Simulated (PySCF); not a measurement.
# Adding and removing an electron: SiB

PBE0; PySCF, no relativity, basis sets Si def2-TZVP, B def2-TZVP. Neutral (UKS): quartet (σ ↑, π ↑↑), Re = 1.904 Å, ωe = 772 cm⁻¹, De = 3.56 eV, HOMO -6.73 eV, LUMO -3.28 eV.

SiB⁺ (UKS): triplet (σ ↑, π ↑), Re = 2.095 Å, ωe = 554 cm⁻¹, De = 2.81 eV to Si⁺ + B. The energies at the minima are -313.99848 hartree for SiB and -313.66897 for SiB⁺.

(1) Work out the adiabatic ionisation energy, without and with harmonic zero-point energies (1 hartree = 27.2114 eV, 1 eV = 8065.5 cm⁻¹), and the change of the bond length.

For an ion De counts to the pair picked by the measured ionisation energies or electron affinities, which need not be the lowest pair at this level. States were picked by a PBE0 search and need not be the measured ground states.

Answers

(1) At PBE0: 0.32951 hartree = 8.966 eV between the minima; the zero-point term (554.0 − 772.0)/2 cm⁻¹ = -0.014 eV makes it 8.953 eV. Re changes by +19.1 pm against the neutral. The electron leaves a π orbital, and the longer bond of the ion fits a bonding orbital, or a change in how ionic the bond is.
